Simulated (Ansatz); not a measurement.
## Worked example: correlation energy of HNB, doublet

Geometry: a point of a stretch scan, not a stationary point.

```csv
atom,x (Å),y (Å),z (Å)
B,0.0000,0.0000,-0.9882
N,0.0000,0.0000,-0.0022
H,0.0000,0.0000,0.9904
```

Basis 6-31G; Ansatz 0.2.0. Correlated methods freeze the noble-gas cores, which leaves 9 electrons in 18 orbitals. R marks a restricted (for open shells ROHF) determinant, U an unrestricted one.

Full CI is exact within this basis and frozen core; it isn't the basis-set limit. The frozen core follows each run's orbitals, which can shift R against U totals by a few meV.

Runs differ by some tens of microhartree through their thresholds and, for an open shell, their frozen cores, so steps under 0.1 kcal/mol mean nothing.

```
    level  total energy (hartree)
      UHF              -79.447310
     UMP2              -79.579734
    UCCSD              -79.591680
 UCCSD(T)              -79.594925
   UCCSDT              -79.595311
UCCSDT(Q)              -79.595633
  full CI              -79.595597
```

What is the correlation energy at full CI, and what share of it do UMP2 and UCCSDT recover?

E(corr) = -79.595597 − (-79.447310) = -0.148287 hartree = -4.035 eV. UMP2: -0.132424 / -0.148287 = 89.30 %. UCCSDT: -0.148001 / -0.148287 = 99.81 %.

By how many kcal/mol does UCCSD(T) miss full CI (1 hartree = 627.509 kcal/mol), and which steps make up the rest?

-79.594925 − (-79.595597) = 0.000672 hartree = 0.42 kcal/mol. Steps: UCCSDT − UCCSD(T) = -0.24, UCCSDT(Q) − UCCSDT = -0.20, full CI − UCCSDT(Q) = 0.02 kcal/mol. That is within 1 kcal/mol of the reference in this basis, which itself misses far more of the correlation at the basis-set limit.
